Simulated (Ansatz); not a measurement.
Input file:

```yaml
crystal:
  periodic: [false, false, false]
  atoms:
    - {symbol: In, position_ang: [0.000000, -0.016160, 0.035424]}
    - {symbol: H, position_ang: [0.000000, 2.335679, -0.033564]}
    - {symbol: H, position_ang: [0.000000, -0.449183, -5.705267]}
    - {symbol: H, position_ang: [0.000000, -0.045706, 1.703546]}
basis:
  gaussian: {orbitals: def2-SVP}
total_charge: 1
magnetization: {spin_polarized: false, initial_magnetization: 1}
correlation: {method: fic_mrcisd_q, electrons: outside_noble_gas, active_space: {window: {electrons: 5, orbitals: 7}, shells: [{species: H, l: s, shell: 1}, {species: In, l: s, shell: 5}, {species: In, l: p, shell: 5}]}}
```

```sh
$ ansatz run in.yaml --threads 1 --pin off --events-out ev --progress --plain --max-ram 2393MiB
```

Q: Roughly how long does this take on 1 thread of Intel Xeon 6975P-C, shared host, and how much host memory?

A: 2.3 s wall and 0.22 GiB.

```
835 factors; integrals over basis functions are off by at most 1.6e-7 eV
mean field evaluation 1: about -5176.5026 eV, gradient 9.9e0 eV
mean field evaluation 2: about -5176.5243 eV, gradient 9.9e0 eV
mean field evaluation 4: about -5182.5785 eV, gradient 5.2e0 eV
mean field evaluation 8: about -5181.4409 eV, gradient 5.0e0 eV
mean field evaluation 16: about -5182.7826 eV, gradient 1.5e-6 eV
mean field evaluation 32: about -5175.3675 eV, gradient 2.0e0 eV
mean field evaluation 64: about -5182.7784 eV, gradient 6.9e-1 eV
mean field -5182.78261468 eV, -190.4637480732 hartree, gradient 1.5e-6 eV, S^2 0.750000; 6 other end points of the search recorded, 0 dependent functions left out
reference -5182.78261468 eV, -190.4637480732 hartree; 12, 11 occupied and 29, 30 virtual orbitals, 835 factors
state -5185.03574856 eV, -190.5465492161 hartree
contracted CI cycle   1: correlation 0.00000000 eV, 0.0000000000 hartree, residual 4.91e0 eV
contracted CI cycle   2: correlation -0.41433769 eV, -0.0152266294 hartree, residual 8.45e-1 eV
contracted CI cycle   3: correlation -0.42748318 eV, -0.0157097171 hartree, residual 2.00e-1 eV
contracted CI cycle   4: correlation -0.42811414 eV, -0.0157329043 hartree, residual 4.53e-2 eV
contracted CI cycle   5: correlation -0.42814541 eV, -0.0157340536 hartree, residual 1.15e-2 eV
contracted CI cycle   6: correlation -0.42814737 eV, -0.0157341255 hartree, residual 2.89e-3 eV
contracted CI cycle   7: correlation -0.42814748 eV, -0.0157341296 hartree, residual 6.64e-4 eV
state -5185.03574856 eV, -190.5465492161 hartree; corrected -5185.46826908 eV, -190.5624440520 hartree
Total energy: -5185.46826908 eV, -190.5624440520 hartree
Checks for a lower state left out: starts, orbital_swaps
```

For the same geometry and basis full CI lies 11.8 meV higher.
